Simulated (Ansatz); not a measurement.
Relaxation of H₆SSi (8 atoms, charge 0, multiplicity 1), to a largest force component of 0.03 eV/Å in at most 50 steps.

Method: Ansatz 0.2.0, RKS BLYP-D4/6-31G*.

```xyz
8
Properties=species:S:1:pos:R:3:forces:R:3
Si 0.254 0.044 -0.104 0.37 0.05 -0.54
H 0.076 -0.114 1.350 0.20 -0.06 0.37
H 1.719 -0.037 -0.411 0.00 0.00 0.00
H -0.268 1.370 -0.536 0.01 -0.01 0.00
H -0.447 -1.070 -0.809 0.00 0.01 0.00
S -2.916 0.162 1.037 0.07 -0.17 0.33
H -3.042 -1.161 0.720 0.00 0.09 0.03
H -1.749 -0.067 1.744 -0.64 0.09 -0.18
```

Q: Where does it end, and by what steps?

A: It converged. The force dipped under the threshold on the way, but the program's further checks kept it going. After 13 steps the energy has fallen by 0.149 eV; H8 moved furthest, 0.71 Å.

```csv
step,energy less start (eV),largest force component (eV/Å),accepted
0,0.0000,0.644,yes
1,-0.1155,0.276,yes
2,-0.1459,0.064,yes
3,-0.1464,0.098,yes
4,-0.1468,0.060,yes
5,-0.1476,0.025,yes
6,-0.1475,0.155,no
7,-0.1481,0.046,yes
8,-0.1483,0.098,yes
9,-0.1489,0.058,yes
10,-0.1492,0.004,yes
11,-0.1494,0.012,yes
12,-0.1494,0.031,yes
13,-0.1495,0.010,yes
```

```xyz
8
Properties=species:S:1:pos:R:3
Si 0.434 0.046 -0.193
H 0.349 -0.106 1.293
H 1.865 -0.087 -0.611
H -0.083 1.386 -0.595
H -0.369 -1.032 -0.845
S -3.267 0.083 1.134
H -2.961 -1.163 0.676
H -2.343 0.001 2.132
```

Whether the end is a true minimum wasn't checked by a vibrational analysis.

The run took 17 s on 1 thread of Arm Neoverse V2 (shared host), peak memory 0.1 GiB.
